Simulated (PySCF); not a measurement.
Species: CH3ClO2S.
SMILES with atom numbers: `[CH3:1][S:2](=[O:3])(=[O:4])[Cl:5]` (hydrogens: H6, H7, H8 on C1)

The closed-shell ground state was solved at several levels (PySCF, density fitting, gas phase, non-relativistic). Isolated species at its PBE0-D3(BJ)/def2-SVP geometry, gas phase.

```json
{"level": "PBE0/def2-SVPD", "basis functions": "144", "HOMO (eV)": "-9.32", "LUMO (eV)": "-2.15", "gap (eV)": "7.17", "dipole (D)": "3.90"}
{"level": "PBE0/pcSseg-1", "basis functions": "114", "HOMO (eV)": "-9.22", "LUMO (eV)": "-1.97", "gap (eV)": "7.25", "dipole (D)": "3.93"}
```

(1) Estimate the row for wB97X-D/pcSseg-2, a basis of 236 functions; the other rows only guide the guess.

(2) Over all these levels, which gives the widest orbital gap and which the narrowest?

(3) How far do the dipole and the HOMO energy spread over the levels?

Results:

(1) HOMO -11.19 eV, LUMO -0.18 eV, gap 11.01 eV, dipole 3.99 D.

(2) wB97X-D/pcSseg-2 (range-separated hybrid) has the widest, 11.01 eV, and PBE0/def2-SVPD (global hybrid, 25 % exact exchange) the narrowest, 7.17 eV. Functional and basis both differ between the two, so the spread mixes both effects.

(3) The dipole runs from 3.90 to 3.99 D (mean 3.94 D) and the HOMO from -11.19 to -9.22 eV.
